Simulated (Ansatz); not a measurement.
A run of Ansatz (development build ahead of 0.2.0) on doublet H2NO2 at this shape:

```tsv
atom	x (Å)	y (Å)	z (Å)
N	-0.0005	-0.0512	0.0897
O	-0.3973	1.0107	0.1820
O	3.1269	-0.0141	0.1728
H	3.3927	0.8650	0.3793
H	3.9240	-0.4168	-0.1069
```

Its results:

```yaml
Converged: yes
Total_energy: -205.10481 hartree
Spin_squared_of_the_determinant: 0.775
Stability_test: minimum
```

Forces (eV/Å):
| atom | Fx | Fy | Fz |
| --- | --- | --- | --- |
| N1 | -0.931 | 2.295 | 0.196 |
| O2 | 0.940 | -2.329 | -0.202 |
| O3 | -0.344 | 0.189 | 0.118 |
| H4 | -0.096 | 0.316 | 0.120 |
| H5 | 0.431 | -0.472 | -0.232 |

Task: Which input gives this output? Name the method, the orbitals and the basis set, and write the input.

Result: UHF in def2-SVP.

```yaml
crystal:
  periodic: [false, false, false]
  atoms:
    - { symbol: "N", position_ang: [-0.00048, -0.05118, 0.08968] }
    - { symbol: O, position_ang: [-0.39733, 1.01072, 0.18195] }
    - { symbol: O, position_ang: [3.12694, -0.01415, 0.17277] }
    - { symbol: H, position_ang: [3.3927, 0.86497, 0.37933] }
    - { symbol: H, position_ang: [3.92402, -0.41677, -0.10691] }
basis:
  gaussian: { orbitals: def2-SVP }
magnetization:
  spin_polarized: true
  initial_magnetization: 1
hamiltonian:
  xc: hf
output:
  forces: true
```
